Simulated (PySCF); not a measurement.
**Electron affinity of Si by level of theory**

Si⁻ [Ne] 3s2 3p3 (4S) → Si [Ne] 3s2 3p2 (3P), as a difference of total energies. Calculation: PySCF 2.14, in aug-cc-pwCVDZ (6s5p3d, 36 functions); the non-relativistic Hamiltonian (point nucleus). Correlated levels: nothing frozen. The calculations carry no spin-orbit coupling.

| method | electron affinity (eV) | plus first-order spin-orbit estimate | error of that sum (eV) |
| --- | --- | --- | --- |
| UHF | 0.862 | 0.846 | -0.544 |
| MP2 (all electrons) | 1.306 | 1.290 | -0.100 |
| SCS-MP2 (all electrons) | 1.141 | 1.125 | -0.265 |
| CCSD (all electrons) | 1.247 | 1.232 | -0.158 |
| CCSD(T) (all electrons) | 1.278 | 1.263 | -0.127 |

Reference: 1.390 eV (measured; photodetachment measurements, as compiled on the Wikipedia data page of electron affinities).

A first-order spin-orbit estimate (lowest level to lowest level, LS coupling) adds -0.016 eV.

Errors of the correlated levels include the incompleteness of this basis.
